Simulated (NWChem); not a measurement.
System: hydrogen sulfide (H₂S); SMILES S

The following NWChem deck was run.

```
start job
memory heap 200 mb stack 900 mb global 1100 mb
geometry units angstroms noautosym nocenter noautoz
  S      0.000000     0.000000     0.123128
  H      0.973952     0.000000    -0.827189
  H     -0.973952     0.000000    -0.827189
end
basis spherical
  * library iglo-iii
end
dft
  odft
  mult 1
  xc b3lyp
  iterations 150
end
property
  spinspin 1 2 3
end
task dft property
```

Parts of the log:

```
             Northwest Computational Chemistry Package (NWChem) 7.3.0
             --------------------------------------------------------

                             Geometry "geometry" -> ""
                             -------------------------

 Output coordinates in angstroms (scale by  1.889725989 to convert to a.u.)

  No.       Tag          Charge          X              Y              Z
 ---- ---------------- ---------- -------------- -------------- --------------
    1 S                   16.0000     0.00000000     0.00000000     0.12312800
    2 H                    1.0000     0.97395200     0.00000000    -0.82718900
    3 H                    1.0000    -0.97395200     0.00000000    -0.82718900

 Effective nuclear repulsion energy (a.u.)      12.7158826559

                              NWChem Property Module
                              ----------------------

  itol2e modified to match energy
  convergence criterion.

                                 NWChem DFT Module
                                 -----------------

 Summary of "ao basis" -> "ao basis" (spherical)
 ------------------------------------------------------------------------------
       Tag                 Description            Shells   Functions and Types
 ---------------- ------------------------------  ------  ---------------------
 S                          iglo-iii                18       44   8s7p3d
 H                          iglo-iii                 6       10   4s2p

  itol2e modified to match energy
  convergence criterion.

            General Information
            -------------------
          SCF calculation type: DFT
          Wavefunction type:  spin polarized.
          No. of atoms     :     3
          No. of electrons :    18
           Alpha electrons :     9
            Beta electrons :     9
          Charge           :     0
          Spin multiplicity:     1
          Use of symmetry is: off; symmetry adaption is: off
          Maximum number of iterations: 150
          AO basis - number of functions:    64
                     number of shells:    30
          Convergence on energy requested:  1.00D-07
          Convergence on density requested:  1.00D-05
          Convergence on gradient requested:  5.00D-04

              XC Information
              --------------
                         B3LYP Method XC Potential
                     Hartree-Fock (Exact) Exchange  0.200
                        Slater Exchange Functional  0.800 local
                    Becke 1988 Exchange Functional  0.720 non-local
              Lee-Yang-Parr Correlation Functional  0.810
                  VWN I RPA Correlation Functional  0.190 local

             Grid Information
             ----------------
          Grid used for XC integration:  fine
          Radial quadrature: Mura-Knowles
          Angular quadrature: Lebedev.
          Tag              B.-S. Rad. Rad. Pts. Rad. Cut. Ang. Pts.
          ---              ---------- --------- --------- ---------
          S                   1.00      123           7.0       770
          H                   0.35       60           9.0       590
          Grid pruning is: on
          Number of quadrature shells:   243
          Spatial weights used:  Erf1

      Superposition of Atomic Density Guess
      -------------------------------------

 Sum of atomic energies:        -398.47511620

      Non-variational initial energy
      ------------------------------

 Total energy =    -398.607882
 1-e energy   =    -575.407528
 2-e energy   =     164.083763
 HOMO         =      -0.314860
 LUMO         =       0.076274

   convergence    iter        energy       DeltaE   RMS-Dens  Diis-err
 ---------------- ----- ----------------- --------- --------- ---------
 d= 0,ls=0.0,diis     1   -399.3984094460 -4.12D+02  2.76D-03  5.88D-01
                                                     2.76D-03  5.88D-01
 d= 0,ls=0.0,diis     2   -399.4154476333 -1.70D-02  1.66D-03  1.18D-02
                                                     1.66D-03  1.18D-02
 d= 0,ls=0.0,diis     3   -399.4163849809 -9.37D-04  8.43D-04  1.15D-02
                                                     8.43D-04  1.15D-02
 d= 0,ls=0.0,diis     4   -399.4226218497 -6.24D-03  7.36D-05  4.19D-05
                                                     7.36D-05  4.19D-05
 d= 0,ls=0.0,diis     5   -399.4226379307 -1.61D-05  1.21D-05  2.43D-06
                                                     1.21D-05  2.43D-06
 d= 0,ls=0.0,diis     6   -399.4226386557 -7.25D-07  1.41D-06  2.36D-08
                                                     1.41D-06  2.36D-08
 d= 0,ls=0.0,diis     7   -399.4226386723 -1.66D-08  2.32D-07  2.13D-10
                                                     2.32D-07  2.13D-10

         Total DFT energy =     -399.422638672251
      One electron energy =     -576.583799644876
           Coulomb energy =      190.870677676079
    Exchange-Corr. energy =      -26.425399359330
 Nuclear repulsion energy =       12.715882655876

 Numeric. integr. density =       17.999998810225

                    DFT Final Alpha Molecular Orbital Analysis
                    ------------------------------------------

 Vector    7  Occ=1.000000D+00  E=-4.373731D-01
              MO Center=  2.1D-09, -1.0D-10, -3.8D-01, r^2= 1.5D+00
   Bfn.  Coefficient  Atom+Function         Bfn.  Coefficient  Atom+Function
  ----- ------------  ---------------      ----- ------------  ---------------
    24      0.377578  1 S  px                27      0.221967  1 S  px
    47      0.209786  2 H  s                 57     -0.209786  3 H  s
    46      0.165280  2 H  s                 56     -0.165280  3 H  s
    18     -0.112966  1 S  px                48      0.071935  2 H  s
    58     -0.071935  3 H  s                 45      0.064666  2 H  s

[...]

      -----------------------------------
      Indirect Spin-Spin Coupling Tensors
      -----------------------------------

      ---------------------------------------------------
      Calculating Fermi-Contact and Spin-Dipole Responses
      ---------------------------------------------------

                                NWChem CPHF Module
                                ------------------

  scftype          =     UHF
  nalpha           =        9
  nbeta            =        9
  variables        =      990
  # of vectors     =       13
  tolerance        = 0.10D-03
  level shift      = 0.00D+00
  max iterations   =       50
  max subspace     =      130

 SCF residual:    7.5954192556184910E-006

Iterative solution of linear equations
  No. of variables      990
  No. of equations       13
  Maximum subspace      130
        Iterations       50
       Convergence  1.0D-04

   iter   nsub   residual    time
   ----  ------  --------  ---------
     1     13    1.23D-01       3.8
     2     26    3.80D-02       6.0
     3     39    2.06D-03       8.2
     4     52    1.15D-04      10.3
     5     65    5.05D-06      12.5

      ----------------------------------------------
      Calculating Paramagnetic Spin-Orbit Responses
      ----------------------------------------------

                                NWChem CPHF Module
                                ------------------

  scftype          =     UHF
  nalpha           =        9
  nbeta            =        9
  variables        =      990
  # of vectors     =        3
  tolerance        = 0.10D-03
  level shift      = 0.00D+00
  max iterations   =       50
  max subspace     =       30

 SCF residual:    7.5954192556184910E-006

Iterative solution of linear equations
  No. of variables      990
  No. of equations        3
  Maximum subspace       30
        Iterations       50
       Convergence  1.0D-04

   iter   nsub   residual    time
   ----  ------  --------  ---------
     1      3    3.66D-02      13.5
     2      6    3.76D-03      14.3
     3      9    2.93D-04      15.2
     4     12    1.97D-05      16.0

      ----------------------------------
      Indirect Spin-Spin Tensors (in Hz)
      ----------------------------------

      -------------------------------------------------
      Atom    2:   1-H  and Atom    3:   1-H

      Respective Nuclear g-factors: 5.585689 & 5.585689
      -------------------------------------------------

      Fermi Contact (FC) Term (Hz):
    -10.0547      0.0000      0.0000
      0.0000    -10.0547      0.0000
      0.0000      0.0000    -10.0547
        Isotropic =     -10.0547

      Spin-Dipole   (SD) Term (Hz):
      0.5447      0.0000      0.0917
     -0.0000     -0.2132      0.0000
     -0.0917      0.0000      0.3481
        Isotropic =       0.2265

      FC - SD  Cross Term (Hz):
     -2.1364      0.0000     -0.0002
      0.0000     -6.0649     -0.0000
     -0.0002     -0.0000      8.2013
        Isotropic =       0.0000

      Paramagnetic Spin-Orbit Term (Hz):
     -4.8508      0.0000     -5.5438
     -0.0000      2.2079     -0.0000
      5.5438     -0.0000      8.2395
        Isotropic =       1.8655

      Diamagnetic Spin-Orbit Term (Hz):
      8.0923     -0.0000     -6.9924
     -0.0000     -3.8703      0.0000
      6.9924      0.0000     -8.9994
        Isotropic =      -1.5925

      Total Spin-Spin Coupling Tensor (Hz):
     -8.4050      0.0000    -12.4448
      0.0000    -17.9953     -0.0000
     12.4443     -0.0000     -2.2652

      Isotropic Spin-Spin Coupling =      -9.5551 Hz
```

Level: B3LYP/IGLO-III. Coordinates come from a PBE-D3(BJ)/def2-SVP optimisation.
